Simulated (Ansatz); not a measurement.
Li₃H⁻, relaxed as a doublet with UKS PBE0-D4/def2-TZVPD in Ansatz, starting from the GFN1-xTB geometry. Force threshold 0.02 eV/Å.

The highest occupied level of the charge -1 doublet lies above zero (up to 0.56 eV). It is a level of α spin, whose loss leaves a singlet; that state wasn't run at this geometry and level. The electron is either unbound and held by the finite basis, or the level is raised by self-interaction error. The structure comes from a short search, and lower isomers may exist.

Start:

```xyz
4

Li   -0.0096    0.7146   -1.3037
Li   -1.2813    1.3776    0.7206
Li    0.2967   -0.4354    0.7567
H     0.9942   -1.6568   -0.1736
```

```csv
step,energy (eV),largest force component (eV/Å),SCF passes
1,-627.2930,1.130,41
2,-627.7437,0.462,42
3,-627.9746,0.476,44
4,-628.1464,0.448,76
5,-628.2646,0.129,46
6,-628.2690,0.079,40
7 (rejected),-628.2679,0.046,42
8,-628.2710,0.005,41
```

Force components are those of the run's own axes.

End:

```xyz
4

Li    0.1824    0.2285   -1.3735
Li   -1.4447    1.6943    0.8132
Li    0.3209   -0.8159    1.0873
H     0.9414   -1.1069   -0.5270
```

Bonds formed: Li1–H4 (atoms count from 1). Metal–metal contacts that move far: Li2–Li3 2.40 to 3.08 Å, Li1–Li2 2.48 to 3.09 Å. The end is the same structure that another start reached, the lowest one found.

No frequencies were taken in this run, so the end may be a saddle point.

Hardware: 4 threads of Arm Neoverse V1 on a shared host. Wall time 6 s.
